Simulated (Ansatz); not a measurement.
# CH6OSi: the cost of one run

Computed with Ansatz 0.2.0, Gaussian basis. Level: PBE0-D4/def2-TZVP structures, single points in def2-TZVPP, no counterpoise correction.

Levels: SPW92, PBE-D4, BLYP-D4, r2SCAN-D4, B97M-V, PBE0-D4, B3LYP-D4, r2SCAN0-D4, BHLYP-D4, CAM-B3LYP-D4, wB97X-V, wB97M-V, B2PLYP, PBE-QIDH, Hartree-Fock, MP2, CCSD, CCSD(T).

Cores are frozen in the correlated methods. Orbitals are unrestricted. B3LYP uses VWN-RPA correlation. B2PLYP carries no dispersion term here.

94 further runs of the same task are left out: 94 set aside as unsound or not needed.

### 1 Where the work starts

The complex: 10 atoms, charge 0, spin multiplicity 2.

Atoms are counted from 1 here; the program's logs count them from 0.

Bond lengths: H1–C2 1.097 Å, C2–O3 1.408 Å, C2–H6 1.091 Å, C2–H7 1.096 Å, O3–Si4 1.642 Å, Si4–H8 1.490 Å, Si4–H9 1.490 Å, Si4–H10 1.481 Å. Angles: H1–C2–O3 111.5°, H1–C2–H6 108.4°, H1–C2–H7 108.5°, O3–C2–H6 108.3°, O3–C2–H7 111.5°, H6–C2–H7 108.5°, C2–O3–Si4 122.4°, O3–Si4–H8 110.9°, O3–Si4–H9 110.9°, O3–Si4–H10 106.5°, H8–Si4–H9 107.9°, H8–Si4–H10 110.3°, H9–Si4–H10 110.3°.

As a file:

```xyz
10
CH7OSi
H     0.5938    0.4964   -1.4869
C     0.4473   -0.5458   -1.1791
O    -0.4122   -0.6396   -0.0677
Si   -0.0618    0.0565    1.3777
H    -2.0999    1.9210   -1.1150
H    -0.0059   -1.0903   -2.0091
H     1.4280   -0.9881   -0.9679
H     0.1085    1.5299    1.2313
H     1.2023   -0.4965    1.9413
H    -1.2002   -0.2435    2.2754
```

Its parts: CH₆OSi holds atoms 1, 2, 3, 4, 6, 7, 8, 9, 10; H radical holds atoms 5. Each part counts its atoms afresh in its own runs.

### 2 Relaxing CH₆OSi alone

File relax-a/in.yaml:

```yaml
crystal:
  periodic: [false, false, false]
  atoms:
    - {symbol: H, position_ang: [0.593806, 0.496405, -1.486881]}
    - {symbol: C, position_ang: [0.447273, -0.545781, -1.179115]}
    - {symbol: O, position_ang: [-0.412154, -0.639569, -0.067668]}
    - {symbol: Si, position_ang: [-0.061800, 0.056492, 1.377682]}
    - {symbol: H, position_ang: [-0.005857, -1.090274, -2.009092]}
    - {symbol: H, position_ang: [1.428041, -0.988115, -0.967868]}
    - {symbol: H, position_ang: [0.108498, 1.529925, 1.231277]}
    - {symbol: H, position_ang: [1.202257, -0.496467, 1.941256]}
    - {symbol: H, position_ang: [-1.200241, -0.243514, 2.275404]}
basis:
  gaussian: {orbitals: def2-TZVP}
hamiltonian: {xc: pbe0, dispersion: d4}
relax: {f_tol: 0.005, max_steps: 200}
```

Launch:

```sh
$ ansatz run in.yaml --threads 4 --pin off --events-out ev --progress --plain --max-ram 9574MiB
```

**Question.** How long does this run take on 4 threads of Arm Neoverse V1, shared host?

About 1.1 s.
